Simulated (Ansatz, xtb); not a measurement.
## C2H2Cl: which of two isomers lies lower

Structure I is `[H]/[C]=C\Cl`, a doublet and structure II is `C=[C]Cl`, a doublet. Both are isolated molecules in the gas phase, relaxed with PBE0-D4/def2-TZVP.

Energies in hartree; the thermal terms are from PBE0-D4/def2-TZVP harmonic frequencies (ideal gas, rigid rotor, one conformer each, 298.15 K, 1 atm) and include the zero-point energy:

|  | I | II |
| --- | --- | --- |
| E, CCSD(T)/def2-TZVP | −536.872345 | −536.878511 |
| zero-point energy | 0.029089 | 0.029489 |
| H(298 K) − E | 0.033623 | 0.034019 |
| G(298 K) − E | 0.003040 | 0.003663 |

Task: Work out ΔE, ΔE₀, ΔH and ΔG for I → II in kJ/mol (1 Eh = 2625.50 kJ/mol) and the equilibrium ratio [II]/[I].

Result: 1. ΔE = −536.878511 − (−536.872345) = −0.006166 Eh = −16.19 kJ/mol.
2. ΔE₀ = ΔE + ΔZPE = −0.006166 + (+0.000400) Eh = −15.14 kJ/mol.
3. ΔH = ΔE + (+0.000396) Eh = −15.15 kJ/mol.
4. ΔG = ΔE + (+0.000623) Eh = −14.55 kJ/mol, so ΔS = (ΔH − ΔG)/T = −2.0 J/(mol K).
5. kT = 0.9442 mEh, so K = [II]/[I] = exp(−ΔG/kT) = exp(+5.87) ≈ 350.

Structure II is favoured at this temperature. An error of 4 kJ/mol in ΔG would change K by a factor of 5. HF/STO-3G found them nearly level. Mirror images and further conformers aren't counted.

As drawn, both hold the same kinds of bond in the same numbers.

Other levels gave ΔE = −27.2 (GFN2-xTB); −2.1 (HF/STO-3G, GFN2-xTB geometries); −23.7 (r2SCAN-D4/def2-SVP, GFN2-xTB geometries); −19.8 (PBE0-D4/def2-TZVP); −9.8 (HF/def2-TZVP); −16.2 (MP2/def2-TZVP) kJ/mol. Open shells are spin-unrestricted, with notable spin contamination. The correlated steps freeze 7 core orbitals. Programs: Ansatz 0.2.0, xtb 6.7.1.
